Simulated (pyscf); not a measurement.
Cl–SiH(Cl)–Cl + NH₂• → Cl–Si•(Cl)–Cl + NH₃, a hydrogen abstraction (doublet surface; H–Si broken, H–N formed). Structures and frequencies: ωB97X-D3(BJ)/def2-SVP in PySCF. Energies in kJ/mol from the separated reactants.

AM1 to PM7: differences of heats of formation from MOPAC, which are fitted to 298 K values and so differ in kind from electronic energies by zero-point and thermal terms. Open shells are spin-unrestricted. 

Q: In single points PM6 puts the saddle at 36.5 kJ/mol and the reaction energy at -31.3 kJ/mol. Should these be trusted to within a few kcal/mol? Compare with ωB97M-D3(BJ)/def2-TZVP.

A: ωB97M-D3(BJ)/def2-TZVP gives ΔE‡ = 15.9 kJ/mol and ΔE = -73.1 kJ/mol. PM6 lies 20.5 kJ/mol over it in the barrier and 41.8 kJ/mol over it in the reaction energy, so on this step it does not hold to within 12.6 kJ/mol. ωB97M-D3(BJ)/def2-TZVP has limits of its own. This is the saddle that the search found; another between the same sides may lie lower. The angle at the transferred H is 148°.
